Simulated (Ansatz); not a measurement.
Reaction: C2H3N (SMILES CC#N) → C2H3N+ (parent SMILES CC#N, doublet) + e-
Each species at its own B3LYP-D3(BJ)/def2-TZVP minimum (Ansatz, an electronic-structure program).

Wanted: adiabatic ionisation energy (electronic), in eV. UHF or UKS for unpaired electrons; spin-orbit terms are left out. CBS(X,Y): correlation extrapolated as X^-3, Hartree-Fock from the larger set. A bracket is a step between two methods taken in the basis named. The functionals are non-relativistic, so their misses hold any scalar relativity. Double hybrids freeze cores in their MP2 part. 'core' is core correlation in cc-pwCVTZ, 'X2C' scalar relativity in cc-pVTZ-DK, both at CCSD(T). The spin of C2H3N+ (parent SMILES CC#N, doublet) was assumed, and the state is the lowest solution found for it.

CCSD(T)/CBS(cc-pVTZ,cc-pVQZ) + [CCSDT(Q) - CCSD(T)]/cc-pVDZ + core + X2C (Ansatz) gives 12.34 eV.

**Question.** How far off this value is PBE/def2-TZVPD (Ansatz), in which direction, and how far these levels: B3LYP/def2-TZVPD, PBE0/def2-TZVPD, wB97M-V/def2-TZVPD, B2PLYP/def2-TZVPD, CCSD(T)/CBS(cc-pVTZ,cc-pVQZ) + core + X2C?

**Answer.** PBE gives 11.80 eV, 0.54 eV below it. Differences of the others: B3LYP/def2-TZVPD (Ansatz) -0.35; PBE0/def2-TZVPD (Ansatz) -0.42; wB97M-V/def2-TZVPD (Ansatz) -0.33; B2PLYP/def2-TZVPD (Ansatz) -0.20; CCSD(T)/CBS(cc-pVTZ,cc-pVQZ) + core + X2C (Ansatz) 0.02 eV.
